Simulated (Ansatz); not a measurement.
hcp Sc was calculated with PBE-D4 (PAW; Ansatz, a first-principles code).

Numerical settings: plane-wave cutoff 520 eV, 18×18×10 k mesh (along the axes of the cell as run), Fermi–Dirac smearing 0.05 eV, scalar-relativistic PAW data made under PBE.

Energies at three volumes about the minimum:

```json
[
 {"V (Å³/atom)": "23.410", "E − E_lowest (meV/atom)": "1.73"},
 {"V (Å³/atom)": "23.888", "E − E_lowest (meV/atom)": "0.00"},
 {"V (Å³/atom)": "24.366", "E − E_lowest (meV/atom)": "1.64"}
]
```

**Question.** Fit a parabola by hand: where is the minimum, and what is the bulk modulus?

**Answer.** Slopes: (0.00 − 1.73)/(23.888 − 23.410) = -3.619 and (1.64 − 0.00)/(24.366 − 23.888) = 3.431 meV/Å³. Curvature E″ = 2 × (3.431 − (-3.619))/(24.366 − 23.410) = 14.749 meV/Å⁶. From the middle of the first interval, the slope vanishes at V0 = 23.6490 − (-3.619)/14.749 = 23.894 Å³/atom. B = V0 E″ = 23.894 × 14.749 meV/Å³ × 0.1602 GPa per meV/Å³ = 56.5 GPa. The full Birch–Murnaghan fit to all volumes gives V0 = 23.888 Å³/atom and B0 = 56.4 GPa.

Shape and atoms are relaxed at each volume.

Measured, for comparison: bulk modulus 55.6 GPa (zero-point energy and finite temperature contributions removed, our sources range from 44.5 to 55.6; as tabulated in doi:10.1021/acs.jctc.3c00612). Computed (rounded) less measured: bulk modulus not scored (sources differ).

Note: the bulk modulus comes from volumes at which shape and atoms were relaxed.
